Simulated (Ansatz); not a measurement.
```yaml
crystal:
  periodic: [false, false, false]
  atoms:
    - {symbol: B, position_ang: [-3.363536, -0.635647, -0.002875]}
    - {symbol: Al, position_ang: [-1.522574, -0.030554, 0.000518]}
    - {symbol: Ga, position_ang: [1.113751, 0.085047, 0.000064]}
    - {symbol: H, position_ang: [-0.207844, 1.752744, 0.012501]}
basis:
  gaussian: {orbitals: def2-TZVP}
magnetization: {spin_polarized: true, initial_magnetization: 2}
hamiltonian: {xc: pbe0}
relax: {f_tol: 0.004, max_steps: 80}
```

```sh
$ ansatz run in.yaml --threads 1 --pin off --events-out ev --progress --plain --max-ram 2176MiB
```

Steps of the relaxation (energy above the last step; positions in Å, forces in eV/Å):

```
4
step 1, 3116.1 meV
B    -3.364   -0.636   -0.003   -1.109   -0.266   -0.001
Al   -1.523   -0.031    0.001    1.603    1.093    0.007
Ga    1.114    0.085    0.000   -0.125    0.450    0.003
H    -0.208    1.753    0.013   -0.370   -1.277   -0.009
```

```
4
step 2, 2776.9 meV
B    -3.352   -0.604   -0.003   -0.372    0.020    0.000
Al   -1.480    0.057    0.001    0.817    0.494    0.003
Ga    1.129    0.149    0.001    0.091    0.071    0.000
H    -0.277    1.570    0.011   -0.536   -0.585   -0.004
```

```
4
step 3, 2673.8 meV
B    -3.321   -0.535   -0.002    0.131    0.182    0.001
Al   -1.405    0.099    0.001   -0.417   -0.613   -0.004
Ga    1.162    0.174    0.001    0.327   -0.121   -0.001
H    -0.416    1.433    0.010   -0.042    0.552    0.004
```

```
4
step 10, 2275.9 meV
B    -2.961    0.320    0.004    0.609   -0.015    0.000
Al   -1.165   -0.803   -0.005   -0.273   -0.009    0.000
Ga    1.037    0.681    0.004    0.019    0.026    0.000
H    -0.891    0.973    0.007   -0.354   -0.002    0.000
```

```
4
step 12, 2032.0 meV
B    -2.762    0.423    0.004    0.919    0.143    0.001
Al   -1.154   -0.890   -0.006   -0.135   -0.040    0.000
Ga    0.992    0.699    0.004   -0.090    0.017    0.000
H    -1.055    0.940    0.007   -0.694   -0.120   -0.001
```

```
4
step 16, 1672.4 meV
B    -2.493    0.490    0.005   -0.107   -0.175   -0.001
Al   -1.132   -1.003   -0.007   -0.056   -0.018    0.000
Ga    0.936    0.696    0.004    0.041   -0.024    0.000
H    -1.290    0.989    0.008    0.122    0.217    0.001
```

```
4
step 17, 1660.6 meV
B    -2.484    0.457    0.004    0.109    0.075    0.000
Al   -1.124   -1.023   -0.007    0.048   -0.017    0.000
Ga    0.954    0.663    0.004   -0.006   -0.033    0.000
H    -1.327    1.074    0.008   -0.151   -0.025    0.000
```

```
4
step 18, 1646.9 meV
B    -2.464    0.425    0.004    0.296    0.270    0.002
Al   -1.100   -1.039   -0.007    0.080   -0.135   -0.001
Ga    0.986    0.613    0.004   -0.025   -0.023    0.000
H    -1.402    1.173    0.009   -0.351   -0.111   -0.001
```

```
4
step 24, 43.2 meV
B    -1.562    0.516    0.004   -0.325    0.340    0.003
Al   -0.977   -1.491   -0.010   -0.297    0.241    0.002
Ga    0.657    0.518    0.003    0.387    0.148    0.001
H    -2.098    1.629    0.013    0.235   -0.728   -0.005
```

```
4
step 25, 2.4 meV
B    -1.542    0.547    0.005   -0.068    0.064    0.000
Al   -1.017   -1.440   -0.010   -0.059    0.025    0.000
Ga    0.747    0.487    0.003    0.017    0.055    0.000
H    -2.167    1.577    0.012    0.110   -0.144   -0.001
```

```
4
step 28, 0.0 meV
B    -1.537    0.539    0.005   -0.001   -0.008    0.000
Al   -1.035   -1.450   -0.010   -0.004    0.003    0.000
Ga    0.738    0.513    0.003   -0.002    0.005    0.000
H    -2.147    1.570    0.012    0.006    0.000    0.000
```

```
4
step 29, 0.0 meV
B    -1.537    0.537    0.005    0.001    0.000    0.000
Al   -1.036   -1.452   -0.010   -0.001    0.000    0.000
Ga    0.736    0.517    0.003    0.000    0.000    0.000
H    -2.143    1.570    0.012    0.000   -0.001    0.000
```

Close pairs at the end: B1–H4 1.198 Å, B1–Al2 2.052 Å, B1–Ga3 2.273 Å, Al2–Ga3 2.649 Å.

A stationary point of unrestricted PBE0 after 29 steps, with ⟨S²⟩ = 2.041 against 2.00 for a pure state; no frequencies were run, so it isn't proven a minimum. 3.7 min on 1 thread of Intel Xeon Platinum 8375C, shared host.
